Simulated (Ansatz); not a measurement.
Relaxation of CH8AlN (11 atoms, charge 0, multiplicity 1), to a largest force component of 0.03 eV/Å in at most 50 steps.

Computed with UKS PBE/def2-SVP in Ansatz 0.2.0.

```xyz
11
Properties=species:S:1:pos:R:3
Al -1.419 0.759 -0.169
N -0.245 -0.597 0.369
C 0.816 -1.237 -0.387
H -2.428 1.298 0.942
H -1.329 1.244 -1.686
H 0.691 1.506 0.722
H 0.841 2.201 0.714
H -0.291 -0.927 1.338
H 0.790 -0.908 -1.446
H 0.738 -2.350 -0.395
H 1.836 -0.989 -0.001
```

**Question.** Where does it end, and by what steps?

**Answer.** It converged. The force dipped under the threshold on the way, but the program's further checks kept it going. After 23 steps the energy has fallen by 0.219 eV; H7 moved furthest, 1.17 Å.

| step | energy less start (eV) | largest force component (eV/Å) | accepted |
| --- | --- | --- | --- |
| 0 | 0.0000 | 2.676 | yes |
| 1 | -0.1634 | 0.580 | yes |
| 2 | -0.1895 | 0.278 | yes |
| 3 | -0.1871 | 0.378 | no |
| 4 | -0.1953 | 0.038 | yes |
| 5 | -0.1986 | 0.070 | yes |
| 6 | -0.2000 | 0.049 | yes |
| 7 | -0.2006 | 0.034 | yes |
| 8 | -0.2014 | 0.062 | yes |
| 9 | -0.2017 | 0.307 | yes |
| 10 | -0.2040 | 0.108 | yes |
| 11 | -0.2044 | 0.056 | yes |
| 12 | -0.2072 | 0.010 | yes |
| 13 | -0.2096 | 0.249 | yes |
| 14 | -0.2116 | 0.149 | yes |
| 15 | -0.2149 | 0.055 | yes |
| 16 | -0.2172 | 0.139 | yes |
| 17 | -0.2180 | 0.146 | yes |
| 18 | -0.2186 | 0.079 | yes |
| 19 | -0.2170 | 0.108 | no |
| 20 | -0.2190 | 0.016 | yes |
| 21 | -0.2192 | 0.014 | yes |
| 22 | -0.2190 | 0.046 | no |
| 23 | -0.2193 | 0.018 | yes |

```xyz
11
Properties=species:S:1:pos:R:3
Al -1.765 0.451 -0.393
N -0.337 -0.404 0.281
C 0.762 -1.061 -0.410
H -2.812 1.035 0.663
H -1.873 0.562 -1.983
H 1.242 1.608 1.074
H 1.831 2.040 1.320
H -0.260 -0.500 1.299
H 0.640 -0.953 -1.508
H 0.816 -2.153 -0.194
H 1.754 -0.625 -0.149
```

Time of the run: 51 s on 2 threads of Arm Neoverse V2 (shared host), peak memory 0.15 GiB.
